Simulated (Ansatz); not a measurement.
## Eu, bcc: geometry optimisation

All numbers below come from DFT, m-r2SCAN, plane waves (500 eV) with PAW, scalar-relativistic (Ansatz 0.2.0). The PAW files were generated under PBE, with cores re-solved for the functional.

k-point mesh 7×7×7, Fermi-Dirac smearing 0.05 eV, starting moments 7.00, -7.00 μB. Cell and atoms relax.

Starting structure:

```cif
data_structure
_symmetry_space_group_name_H-M 'P 1'
_symmetry_Int_Tables_number 1
_cell_length_a 4.5510
_cell_length_b 4.5510
_cell_length_c 4.5510
_cell_angle_alpha 90.000
_cell_angle_beta 90.000
_cell_angle_gamma 90.000
_cell_volume 94.26
loop_
_atom_site_label
_atom_site_type_symbol
_atom_site_fract_x
_atom_site_fract_y
_atom_site_fract_z
_atom_site_occupancy
Eu1 Eu 0.00000 0.00000 0.00000 1
Eu2 Eu 0.50000 0.50000 0.50000 1
```

The pressure at the start is -1.7 GPa. By how much does the volume change?

From 47.13 to 40.57 Å³ per atom, -13.9 %. The final cell has a = 4.329 Å.

How much energy does the relaxation gain?

39.2 meV per atom.

Which magnetic state does it end in?

antiferromagnetic, largest moment 6.82 μB in the atomic sphere; moments 6.82, -6.82 μB.

Real europium orders as a helical antiferromagnet, which these cells can't hold.

The f occupation was not exhaustively searched.

m-r²SCAN is r²SCAN on the gauge-invariant kinetic-energy density; without spin polarisation the two are equal.
